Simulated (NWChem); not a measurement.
**C4HN (SMILES C#C[C]C#N): levels of theory compared**

Aim: a comparison of 4 runs (UHF/STO-3G, UHF/3-21G, UB3LYP/6-31G*) of C4HN. 

The calculation is run with NWChem 7.3.0.

**1. The system as given**

The species is C4HN (6 atoms), meant as a triplet with charge 0. As SMILES, `C#C[C]C#N`. Geometry: relaxed at GFN2-xTB.

Bond lengths: C1–C2 1.236 Å, C2–C3 1.296 Å, C3–C4 1.307 Å, C4–N5 1.175 Å, C1–H6 1.048 Å. Angles: C1–C2–C3 179.7°, C2–C3–C4 178.0°, C3–C4–N5 179.7°, C2–C1–H6 178.3°.

**2. Energy and forces at UHF/STO-3G (run 1)**

job.nw reads:

```
echo
start job
title "C4HN"
memory stack 880 mb heap 220 mb global 1100 mb

geometry units bohr noautosym nocenter noautoz
  C     -0.06700969    -2.25068271     2.86486260
  C     -0.04420069    -0.83272671     1.00918934
  C     -0.00806913     0.65337281    -0.93649158
  C      0.06598924     2.21371967    -2.84898890
  N      0.13386820     3.62396558    -4.56181776
  H     -0.08057792    -3.40764863     4.47324630
end

basis spherical bse
  C library STO-3G
  N library STO-3G
  H library STO-3G
end

scf
  triplet
  uhf
  thresh 1e-08
  maxiter 80
end

task scf gradient
```

Started as:

```console
$ nwchem job.nw > job.out
```

Output:

```text
[...]
  functions       =    26
[...]
  wavefunction    = UHF
[...]
         Total SCF energy =   -203.786677589581
      One electron energy =   -492.161259922105
      Two electron energy =    179.104887001278
 Nuclear repulsion energy =    109.269695331246
                       Sz =      1.0000
                 Sz(Sz+1) =      2.0000
                      S^2 =      2.8817
[...]
                         UHF ENERGY GRADIENTS
    atom               coordinates                        gradient
                 x          y          z           x          y          z
   1 C      -0.067010  -2.250683   2.864863    0.000360   0.010514  -0.012813
   2 C      -0.044201  -0.832727   1.009189   -0.000244  -0.002874   0.003163
   3 C      -0.008069   0.653373  -0.936492    0.000665   0.003551  -0.002571
   4 C       0.065989   2.213720  -2.848989    0.003022   0.062913  -0.076747
   5 N       0.133868   3.623966  -4.561818   -0.004048  -0.086282   0.105421
   6 H      -0.080578  -3.407649   4.473246    0.000244   0.012178  -0.016453
[...]
```

Run time: 1.7 s. Hardware: 1 thread of Intel Xeon 6975P-C (Granite Rapids), shared host; peak memory 0.099 GiB.

**3. Energy and gradient at UHF/3-21G (run 2)**

job.nw reads:

```
start job
title "C4HN gradient"
memory stack 880 mb heap 220 mb global 1100 mb
charge 0

geometry units angstrom noautosym nocenter noautoz
   C    -0.035460   -1.191010    1.516020
   C    -0.023390   -0.440660    0.534040
   C    -0.004270    0.345750   -0.495570
   C     0.034920    1.171450   -1.507620
   N     0.070840    1.917720   -2.414010
   H    -0.042640   -1.803250    2.367140
end

basis spherical bse
   C library 3-21G
   N library 3-21G
   H library 3-21G
end

scf
   nopen 2
   uhf
   thresh 1e-08
   maxiter 80
   noprint "final vectors analysis"
end

task scf gradient
```

Started as:

```console
$ nwchem job.nw > job.out
```

Output:

```text
[...]
  functions       =    47
[...]
  wavefunction    = UHF
[...]
         Total SCF energy =   -205.240682830113
      One electron energy =   -491.874496700234
      Two electron energy =    177.364110730670
 Nuclear repulsion energy =    109.269703139451
                       Sz =      1.0000
                 Sz(Sz+1) =      2.0000
                      S^2 =      2.7168
[...]
                         UHF ENERGY GRADIENTS
    atom               coordinates                        gradient
                 x          y          z           x          y          z
   1 C      -0.067010  -2.250683   2.864862    0.000218   0.013028  -0.018549
   2 C      -0.044201  -0.832727   1.009189    0.000021  -0.011201   0.017169
   3 C      -0.008069   0.653373  -0.936492   -0.000647  -0.001683  -0.000588
   4 C       0.065989   2.213720  -2.848989    0.001675   0.024932  -0.029037
   5 N       0.133868   3.623965  -4.561817   -0.001405  -0.028382   0.034657
   6 H      -0.080578  -3.407648   4.473246    0.000138   0.003306  -0.003652
[...]
```

Wall time 2.1 s (1 thread of Intel Xeon 6975P-C (Granite Rapids), shared host); peak memory 0.099 GiB.

Run 3 isn't shown in full; the table further down has it.

**4. Energy and gradient at UB3LYP/6-31G(d) (Cartesian functions) (run 4)**

mymol.nw reads:

```
start mymol
title "C4HN B3LYP"
memory 2200 mb

geometry noautosym nocenter noautoz
C    -0.035460   -1.191010    1.516020
C    -0.023390   -0.440660    0.534040
C    -0.004270    0.345750   -0.495570
C     0.034920    1.171450   -1.507620
N     0.070840    1.917720   -2.414010
H    -0.042640   -1.803250    2.367140
end

basis cartesian
* library 6-31G*
end

dft
xc b3lyp
mult 3
grid xfine
convergence energy 1e-08
maxiter 100
mulliken
print medium
end

task dft gradient
```

Started as:

```console
$ nwchem mymol.nw > mymol.out
```

Output:

```text
[...]
          Wavefunction type:  spin polarized.
          No. of atoms     :     6
          No. of electrons :    32
[...]
          Charge           :     0
          Spin multiplicity:     3
[...]
          AO basis - number of functions:    77
[...]
              XC Information
              --------------
                         B3LYP Method XC Potential
                     Hartree-Fock (Exact) Exchange  0.200
                        Slater Exchange Functional  0.800 local
                    Becke 1988 Exchange Functional  0.720 non-local
              Lee-Yang-Parr Correlation Functional  0.810
                  VWN I RPA Correlation Functional  0.190 local
[...]
 d= 0,ls=0.0,diis     1   -207.4697969288 -3.17D+02  3.56D-02  2.39D-01     2.2
[...]
 d= 0,ls=0.0,diis    15   -207.5974450919 -2.99D-09  3.60D-07  2.96D-10    31.7
[...]
         Total DFT energy =     -207.597445091935
      One electron energy =     -494.480816798230
           Coulomb energy =      206.446417947030
    Exchange-Corr. energy =      -28.832749380186
 Nuclear repulsion energy =      109.269703139451
[...]
      <S2> =      2.0775 (Exact =     2.0000)
[...]
  wavefunction    = open shell
                         DFT ENERGY GRADIENTS
    atom               coordinates                        gradient
                 x          y          z           x          y          z
   1 C      -0.067010  -2.250683   2.864862    0.000314   0.003185  -0.003862
   2 C      -0.044201  -0.832727   1.009189   -0.000399  -0.006954   0.009551
   3 C      -0.008069   0.653373  -0.936492    0.000347   0.008270  -0.010687
   4 C       0.065989   2.213720  -2.848989    0.000506   0.008094  -0.009858
   5 N       0.133868   3.623965  -4.561817   -0.000951  -0.021801   0.027109
   6 H      -0.080578  -3.407648   4.473246    0.000183   0.009206  -0.012254
[...]
```

It took 35 s on 1 thread of Intel Xeon 6975P-C (Granite Rapids), shared host; peak memory 0.14 GiB.

**5. The series**

```csv
run,level,iteration cap,module,energy (Eh),dipole moment (D),HOMO energy (eV),LUMO energy (eV),wall time
1,UHF/STO-3G,80,scf,-203.786678,3.11,-9.42,5.67,1.7 s
2,UHF/3-21G,80,scf,-205.240683,3.78,–,–,2.1 s
3,UB3LYP/6-31G* (spherical functions),100,dft,-207.592177,4.27,-6.80,-3.64,33 s
4,UB3LYP/6-31G* (Cartesian functions),100,dft,-207.597445,4.27,-6.81,-3.64,35 s
```

**6. Outcome**

| quantity | value |
| --- | --- |
| run 4: total energy | -207.59745 Eh |
| run 4: dipole moment | 4.27 D |
| run 4: HOMO energy (highest over α and β) | -6.81 eV |
| run 4: LUMO energy (lowest over α and β) | -3.64 eV |
| run 4: ⟨S²⟩ | 2.078 |
| run 4: largest force on an atom | 1.790 eV/Å |

**Reading.** The dipole moment (its size) runs from 3.11 D (UHF/STO-3G) to 4.27 D (UB3LYP/6-31G*). The two ends differ in method and basis. In run 1 the basis is minimal, so the values are rough. Spin contamination of the reference: run 1 ⟨S²⟩ = 2.88, run 2 ⟨S²⟩ = 2.72. Where it is this large, the reference is a mixture of spin states, and values that rest on it are in doubt. All runs together took 73 s, the longest 35 s.
